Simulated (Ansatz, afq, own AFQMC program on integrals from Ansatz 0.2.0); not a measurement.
**AlO⁺, triplet in 6-31G, levels against full CI**

```yaml
atoms:
  - { symbol: Al, position_ang: [0.0000, 0.0000, 0.0000] }
  - { symbol: O, position_ang: [0.0000, 0.0000, 1.6200] }
```

Basis 6-31G. Noble-gas cores (and the filled d shells of Ga–Kr and In–Xe) are frozen. AFQMC by an in-house program on the Cholesky factors that Ansatz 0.2.0 writes for its CCSD(T) run. The CISD trial takes its coefficients from CCSD amplitudes. Released means that phaseless walkers are propagated on without the constraint, phases kept. Error bars are statistical, one sigma.

Determinant: UHF, the one that the program's search chose, which needn't be the lowest solution. The geometry is a PBE0/def2-TZVP stationary point of this or a neighbouring charge and spin state.

Full CI on the same integrals is exact in this basis and with this determinant's frozen core.

Cautions: another spin lies lower (by 341 meV); the released energies are still falling, so no released level is given (meV from the phaseless value at times in 1/Eh: -3 ± 3 at 0.24, -6.4 ± 2.2 at 0.51, -11.2 ± 2.0 at 0.99, -12 ± 3 at 1.62, -15 ± 4 at 2.40), though the last usable value meets full CI within the noise.

```
T1 diagnostic                               : 0.0295
weight of the determinant in the CISD state : 0.936
⟨S²⟩ of the determinant                     : 2.012
size of the correlated space                : 8 electrons in 16 orbitals
```

```json
{"level": "MP2", "correlation energy (eV)": "-2.7459"}
{"level": "CCSD", "correlation energy (eV)": "-3.0174"}
{"level": "CCSD(T)", "correlation energy (eV)": "-3.1010"}
```

(1) Estimate where full CI lies against CCSD(T) on the same integrals.

(1) 0.85 mEh below CCSD(T).

Reference: full CI, correlation energy -3.124 eV.

| level | E − E(reference) (mEh) | share of correlation (%) |
| --- | --- | --- |
| CCSD(T) | 0.85 | 99.26 |
| ph-AFQMC/CISD | 0.46 ± 0.10 | 99.60 |

A walk keeps the symmetry of its determinant, which the program's search chose and which needn't be the lowest solution, so a lower state of the same spin and another symmetry isn't excluded.
